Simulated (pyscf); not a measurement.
Single points on ωB97X-D3(BJ)/def2-SVP structures (PySCF, gas phase).

SMILES: C=C[NH][Al]([NH2])[NH2]
```xyz
14

C      0.5541     1.7831     1.0155
C     -0.2090     0.9943     0.2420
N      0.2052    -0.0777    -0.5384
Al    -0.8502    -1.0812    -1.6002
N     -0.2704    -2.6675    -2.1423
N     -2.4442    -0.4388    -2.0401
H      1.6370     1.6369     1.0951
H      0.1045     2.5951     1.5906
H     -1.2911     1.1804     0.1975
H      1.2037    -0.2505    -0.4603
H     -0.6848    -3.2206    -2.8841
H      0.5150    -3.1689    -1.7424
H     -3.2147    -0.9761    -2.4211
H     -2.7078     0.5385    -1.9782
```

**Question.** What is the homolytic dissociation enthalpy (298 K, ωB97M-D3(BJ)/def2-TZVP) of the C–N bond of H₂C=CH–NH–Al(NH₂)–NH₂, to •HC=CH₂ + •HN–Al(NH₂)–NH₂?

**Answer.** C–N to •HC=CH₂ + •HN–Al(NH₂)–NH₂: 111.1 kcal/mol. The 7 functionals that were run give +104.8 (r²SCAN) to +112.5 kcal/mol (M06-2X). The radicals are drawn with the spin at the cut bond; how far it spreads was not checked. Other isomers of •HC=CH₂, •HN–Al(NH₂)–NH₂ were not searched in full and may lie lower.
